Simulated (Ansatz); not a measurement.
Ideal-gas functions of `[NH2][AlH][Cl]` at 600 K and 1 bar, from an Ansatz frequency run at PBE0-D4/def2-TZVP.

Molar mass 79.47 g/mol, point group Cs (symmetry number 1), electronic degeneracy 1, moments of inertia 22.061, 139.052, 161.113 u Å². Harmonic wavenumbers (cm⁻¹, unscaled): 181, 367, 411, 503, 508, 577, 735, 849, 1563, 1987, 3610, 3703.

Use S(trans) = R[1.5 ln M + 2.5 ln T − 1.1517]; rotational temperatures θ = 24.2544 K / I; S(rot) = R[ln(√π/σ · √(T³/θAθBθC)) + 1.5]; for each mode x = 1.438777 ν̃/T, S = R[x/(eˣ − 1) − ln(1 − e⁻ˣ)] and H = RT x/(eˣ − 1); 1 cm⁻¹ = 0.0119627 kJ/mol; R = 8.31446 J/(mol·K).

Problem. By hand: the entropy, in J/(mol·K).

Solution. Translation 178.0. Rotation: θ = 1.0994, 0.1744, 0.1505 K, giving 111.8. Vibration, mode by mode: 15.32, 9.64, 8.76, 7.24, 7.17, 6.25, 4.60, 3.71, 0.95, 0.41, 0.01, 0.01, in all 64.1. Electronic 0.0. Sum 353.9 J/(mol·K).

Problem. By hand: H − E and G − E in kJ/mol, counted from the electronic energy.

Solution. Zero-point energy ½ × 14994 × 0.0119627 = 89.7; thermal vibration 21.5; translation, rotation and pV give 4 RT = 20.0. H − E = 131.2 kJ/mol, and G − E = 131.2 − 600 × 353.9/1000 = -81.1 kJ/mol.

Vibration gives 18 % of the entropy. The sum counts one conformer and one mirror image; others add a mixing term.
